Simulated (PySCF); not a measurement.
An unknown shows these calculated signals:

1H NMR (500 MHz, computed): δ 2.35 (br s, 2H).

13C{1H} NMR (computed): δ 135.6 (C).

- geometry: PBE0-D3(BJ)/def2-TZVP
- B97-2/pcSseg-2 with gauge-including orbitals
- run in PySCF 2.14.0 with density-fitted response routines
- equivalent nuclei averaged, a single conformation, in vacuum, no relativistic terms

Scale: 1H (31.64 ppm), 13C (185.38 ppm) vs TMS (reference shieldings calculated alike).

Which of these does the molecule contain: an NH or NH2 group, a non-aromatic C=C double bond, a CF3 group, an ester, a Si–CH3 group?

## Answers


- An NH or NH2 group: yes (δH 2.35 (br s)).
- A non-aromatic C=C double bond: no.
- A CF3 group: yes (δC 135.6).
- An ester: no.
- A Si–CH3 group: no.

The data belong to SMILES NC(F)(F)F, CH2F3N; they needn't prove each group on their own.

Carbon signals by region: 1 in the sp2 and nitrile region (100–160 ppm).

The OH or NH signal is concentration- and solvent-dependent in practice; the value given is the gas-phase one. Splittings by 19F in the carbon and heteronuclear signals aren't shown, as no couplings were computed. Shifts are as computed. Against solution values, carbons near 30 ppm lie about +3 ppm off and those near 130 ppm about +7 ppm. Of 1211 compounds with measured shifts, 218 miss one by over three times the rms of a fit or turn the order of signals round; such compounds aren't used in these exercises.
